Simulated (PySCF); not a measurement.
Working out the electron affinity of Cl

Cl⁻ [Ar] (1S) → Cl [Ne] 3s2 3p5 (2P). Calculation: PySCF 2.14, in x2c-TZVPPall with one added diffuse shell each of s, p, d type (6s6p4d1f, 51 functions); the spin-free X2C one-electron Hamiltonian (Gaussian nucleus). Frozen: [Ne]. Energies in hartree (1 hartree = 27.21139 eV):

| part | Cl⁻ (lower) | Cl (upper) |
| --- | --- | --- |
| UHF | -460.975401 | -460.888270 |
| CCSD correlation | -0.219592 | -0.182968 |
| (T) | -0.009003 | -0.006014 |

Q: What does Hartree-Fock give?

A: (-460.888270) − (-460.975401) = 0.087131 hartree = 2.371 eV.

Q: What do CCSD and CCSD(T) give?

A: The CCSD correlation energies differ by 0.036624 hartree = 0.997 eV and the triples by 0.002989 hartree = 0.081 eV, so CCSD gives 3.368 eV and CCSD(T) 3.449 eV.

A first-order spin-orbit estimate adds -0.036 eV to CCSD(T) (valence), giving 3.413 eV against 3.613 eV (measured; photodetachment measurements, as compiled on the Wikipedia data page of electron affinities).

What remains against the reference includes basis incompleteness, the frozen core and higher excitations.
